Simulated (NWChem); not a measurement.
## Correlation energy of N

```xyz
1

N      0.0000     0.0000     0.0000
```
Charge 0, spin multiplicity 4.

Program: NWChem.

Basis set: cc-pVTZ. Each correlation energy counts from its own Hartree-Fock reference.

The correlated methods keep 1 core orbital frozen. No SCF solution was tested for a lower state. Open-shell Hartree-Fock references start from PBE0 orbitals. No row is a measurement; the coupled-cluster row has its own basis-set and correlation limits.

| method | correlation energy (mHa) |
|---|---|
| URI-MP2 | -95.9 |
| CCSDT on ROHF | -117.5 |
| CCSD(T) on UHF | -114.0 |
| CCSD[T] on UHF | -114.0 |
| SCS-UMP2 | ___ |
| CCSD on ROHF | ___ |
| CCSD on UHF | ___ |
| UMP2 | -95.9 |
| CCSD[T] on ROHF | -117.4 |
| CCSD(T) on ROHF | -117.4 |

Fill in the missing entries.


- SCS-UMP2, correlation energy (mHa): -89.7
- CCSD on ROHF, correlation energy (mHa): -114.8
- CCSD on UHF, correlation energy (mHa): -111.7
